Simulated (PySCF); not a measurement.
Compound: C₃H₅N₃.
Numbering: `[CH3:1][n:2]1[n:3][cH:4][cH:5][n:6]1` (hydrogens: H7, H8, H9 on C1; H10 on C4; H11 on C5)

Cartesian coordinates in Å at the PBE0-D3(BJ)/def2-SVP level; atoms count from 1:
```xyz
11
C3H5N3 angstrom
C     -1.7134   -0.0991   -0.5574
N     -0.3394   -0.0238   -0.1327
N      0.3507   -1.0955    0.1907
C      1.5359   -0.6144    0.5541
C      1.4958    0.7832    0.4286
N      0.2881    1.1244   -0.0110
H     -2.3790    0.2969    0.2233
H     -1.9461   -1.1529   -0.7432
H     -1.8473    0.4871   -1.4757
H      2.3394   -1.2730    0.8764
H      2.2595    1.5329    0.6245
```

The closed-shell ground state was solved at several levels (PySCF, density fitting, gas phase, non-relativistic).

```tsv
level	basis functions	total energy (Eh)	HOMO (eV)	LUMO (eV)	gap (eV)	dipole (D)
LDA/pcSseg-2	286	-279.2829	-6.69	-1.38	5.31	0.55
HF/pcSseg-2	286	-279.9042	-9.87	2.76	12.63	0.36
BLYP/pcSseg-2	286	-281.5702	-6.33	-1.06	5.27	0.52
OPBE/pcSseg-2	286	-281.5387	-6.43	-1.04	5.39	0.60
BP86/pcSseg-2	286	-281.6663	-6.57	-1.24	5.33	0.55
```

(1) Estimate the row for PBE/pcSseg-2, a basis of 286 functions; the other rows only guide the guess.

(2) Over all these levels, which gives the widest orbital gap and which the narrowest?

(3) How far do the dipole and the HOMO energy spread over the levels?

Results:

(1) Total energy -281.3274 Eh, HOMO -6.48 eV, LUMO -1.16 eV, gap 5.32 eV, dipole 0.56 D.

(2) HF/pcSseg-2 (Hartree–Fock, all exact exchange) has the widest, 12.63 eV, and BLYP/pcSseg-2 (GGA) the narrowest, 5.27 eV. From the narrowest to the widest the HOMO moves by -3.54 eV and the LUMO by +3.82 eV.

(3) The dipole runs from 0.36 to 0.60 D (mean 0.52 D) and the HOMO from -9.87 to -6.33 eV.
